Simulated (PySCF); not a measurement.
Bond length, frequency and bond energy of BP by level of theory

State: ³Π (triplet), unpaired electrons σ ↑, π ↑. Set-up: basis B x2c-TZVPPall, P x2c-TZVPPall; spin-free X2C with a Gaussian nucleus; PySCF 2.14. De refers to B + P in their high-spin ground configurations, without counterpoise correction. The functionals are run spin-unrestricted. A positive dipole means B(−)P(+).

```json
{"Level": "ROHF", "Re (Å)": "1.714", "ωe (cm⁻¹)": "1058", "De (eV)": "1.77", "μ (D)": "-0.77"}
{"Level": "ROHF-MP2", "Re (Å)": "1.744", "ωe (cm⁻¹)": "976", "De (eV)": "3.24", "μ (D)": "n/a"}
{"Level": "ROHF-SCS-MP2", "Re (Å)": "1.745", "ωe (cm⁻¹)": "968", "De (eV)": "3.11", "μ (D)": "n/a"}
{"Level": "ROHF-CCSD", "Re (Å)": "1.742", "ωe (cm⁻¹)": "973", "De (eV)": "2.88", "μ (D)": "n/a"}
{"Level": "ROHF-CCSD(T)", "Re (Å)": "1.754", "ωe (cm⁻¹)": "940", "De (eV)": "3.11", "μ (D)": "n/a"}
{"Level": "PBE", "Re (Å)": "1.754", "ωe (cm⁻¹)": "940", "De (eV)": "3.90", "μ (D)": "0.00"}
{"Level": "TPSS", "Re (Å)": "1.751", "ωe (cm⁻¹)": "943", "De (eV)": "3.63", "μ (D)": "-0.10"}
{"Level": "r²SCAN", "Re (Å)": "1.740", "ωe (cm⁻¹)": "979", "De (eV)": "3.77", "μ (D)": "-0.27"}
{"Level": "B3LYP", "Re (Å)": "1.741", "ωe (cm⁻¹)": "959", "De (eV)": "3.54", "μ (D)": "-0.11"}
{"Level": "PBE0", "Re (Å)": "1.736", "ωe (cm⁻¹)": "983", "De (eV)": "3.62", "μ (D)": "-0.20"}
{"Level": "M06", "Re (Å)": "1.736", "ωe (cm⁻¹)": "972", "De (eV)": "3.60", "μ (D)": "-0.15"}
{"Level": "MN15", "Re (Å)": "1.721", "ωe (cm⁻¹)": "1005", "De (eV)": "3.58", "μ (D)": "-0.37"}
{"Level": "ωB97X-V", "Re (Å)": "1.731", "ωe (cm⁻¹)": "999", "De (eV)": "3.47", "μ (D)": "-0.25"}
```

Which functional lies closest to ROHF-CCSD(T) in De, which farthest, and by how much do they differ from it?

Closest is ωB97X-V (-2.3 pm in Re, +6.3 % in ωe, +0.36 eV in De against ROHF-CCSD(T) in the same basis), farthest PBE (+0.0 pm in Re, +0.0 % in ωe, +0.79 eV in De). CCSD(T) converges more slowly with the basis than the functionals do and binds too weakly in this one, so the order can change at the basis-set limit.

What does a quarter of exact exchange do here, going from PBE to PBE0?

PBE0 less PBE: -1.8 pm in Re, +4.6 % in ωe, -0.28 eV in De. Exact exchange removes part of the self-interaction that spreads semilocal densities, and in most molecules shortens and stiffens the bond and lowers De; so it does here.

What does second-order correlation do here, going from ROHF to ROHF-MP2?

ROHF-MP2 less ROHF: +3.0 pm in Re, -7.8 % in ωe, +1.47 eV in De. Correlation nearly always deepens the well. The bond lengthens, as in strong covalent bonds, where excitations into antibonding orbitals dominate.

Correlated steps freeze 6 core orbitals. The state was picked by a PBE0 search and need not be the measured ground state.

The whole job (state search and all levels along the bond) took about 6.5 min on 1 thread of Intel Xeon Platinum 8559C (shared host), peak memory 1.8 GiB.
